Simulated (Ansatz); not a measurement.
Results of r²SCAN-D4 (plane waves, PAW; Ansatz, an electronic-structure program) for anatase TiO₂ (metastable phase).

The run printed, among other lines:

```
Relaxation: its limit of steps is 80 (relax.max_steps)
Crystal: 6 atoms, lattice volume = 65.217 Å³
Basis set: ecut = 560 eV, 1971 PW (Γ), FFT grids on a1+a3, a2+a3, a3, exchange–correlation on 90×90×135 points (27 copies of the dense FFT grid, shifted against one another)
Bands: 30, of which v1, the nominal top of the filled ones, is band 24 counted from 1 (23 counted from 0)
Symmetry: 16 space group operations
Space group: I41/amd (ITA 141), of the structure as read, at distance tolerance 4.0e-5 Å
k-points: 163 of 1728
Functional: x = r2scan, c = r2scan; τ floored in thin density (d = 2e-4 eV/Å³)
SCF iter   1: F=—  HF=-7293.005283 eV  |F-HF|=—  |Δ(HF+E_count)|=         —  Δρ=2.72e-2  dr2=5.49e-1  dr2_τ=4.33e-1
SCF iter   2: F=—  HF=-7293.178939 eV  |F-HF|=—  |Δ(HF+E_count)|=   1.74e-1  Δρ=3.36e-2  dr2=6.69e-1  dr2_τ=8.67e-2
  ...
SCF 1 converged in 8 iterations: F = -7293.046119 eV  dr2 = 8.79e-10
Crystal: 6 atoms, lattice volume = 65.217 Å³
Initial density: handed on by an earlier stage of this run
SCF 2 converged in 5 iterations: F = -7293.055713 eV  dr2 = 5.84e-7
Crystal: 6 atoms, lattice volume = 65.217 Å³
Basis set: ecut = 560 eV, 1961 PW (Γ), FFT grids on a1+a3, a2+a3, a3, exchange–correlation on 90×90×135 points (27 copies of the dense FFT grid, shifted against one another)
SCF 3 converged in 6 iterations: F = -7293.061835 eV  dr2 = 4.36e-8
Crystal: 6 atoms, lattice volume = 65.217 Å³
SCF 4 converged in 5 iterations: F = -7293.061941 eV  dr2 = 1.32e-8
Crystal: 6 atoms, lattice volume = 65.217 Å³
SCF 5 converged in 4 iterations: F = -7293.061942 eV  dr2 = 1.39e-9
Crystal: 6 atoms, lattice volume = 65.217 Å³
SCF iter   5: F=—  HF=-7293.061962 eV  |F-HF|=—  |Δ(HF+E_count)|=   2.07e-9  Δρ=4.93e-7  dr2=3.18e-11  dr2_τ=3.45e-11
SCF iter   6: F=-7293.061962 eV  HF=-7293.061962 eV  |F-HF|=9.09e-13  |Δ(HF+E_count)|=  1.07e-10  Δρ=4.35e-8  dr2=4.41e-13  dr2_τ=3.22e-13
SCF 6 converged in 6 iterations: F = -7293.061962 eV  dr2 = 4.41e-13
SCF converged after 6 iterations
Free energy (F): -7293.061962 eV
Internal energy: -7293.061962 eV  (E = F + TS)
E sigma→0 (E₀):  -7293.061962 eV
Fermi energy:    8.850000 eV
--- Forces (eV/Å), atoms counted from 1 ---
  atom   1  Ti    -0.00000000    -0.00000000     0.00000000
  atom   2  Ti     0.00000000     0.00000000     0.00000000
  atom   3  O      0.00000000     0.00000000     0.00025836
  atom   4  O      0.00000000    -0.00000000     0.00025836
  atom   5  O      0.00000000     0.00000000    -0.00025836
  atom   6  O      0.00000000     0.00000000    -0.00025836
--- Stress (GPa, compression-positive) ---
        8.165928       0.000000       0.000000
        0.000000       8.165928      -0.000000
        0.000000       0.000000       8.156083
  P = ⅓ Tr σ = 8.1626 GPa (81.626 kbar)
```

Problem. Write an input file that could have produced this run (the log leaves some choices open).

Solution. This is not unique; one that fits is 
Ansatz 0.2 input:
```yaml
crystal:
  lattice:
    - [-1.8601989449, 1.8601989449, 4.711731638]
    - [1.8601989449, -1.8601989449, 4.711731638]
    - [1.8601989449, 1.8601989449, -4.711731638]
  atoms:
    - { symbol: Ti, position: [0.75, 0.25, 0.5] }
    - { symbol: Ti, position: [0.0, 0.0, 0.0] }
    - { symbol: O, position: [0.5424283625, 0.0424283625, 0.5] }
    - { symbol: O, position: [0.7924283625, 0.7924283625, 0.0] }
    - { symbol: O, position: [0.2075716375, 0.2075716375, 0.0] }
    - { symbol: O, position: [0.9575716375, 0.4575716375, 0.5] }
basis:
  ecutwfc: 560
  ecutrho_ratio: 4
  xc_grid: 3
kpoints:
  mp_grid: { grid: [12, 12, 12] }
hamiltonian:
  xc: r2scan
  dispersion: d4
  pseudopotentials: { kind: paw }
scf:
  occupations: { method: fermi_dirac, width: 0.01 }
output:
  forces: true
  stress: true
  eigenvalues: true
relax:
  f_tol: 0.004
  escape_saddle: false
  max_steps: 80
  cell: { stress_tol: 0.02, fix: [volume] }
```

The cell is one volume of an energy–volume scan, off the minimum.

The PAW data were made under PBE.

It cost around 2.2 core-minutes (rough) of CPU time.
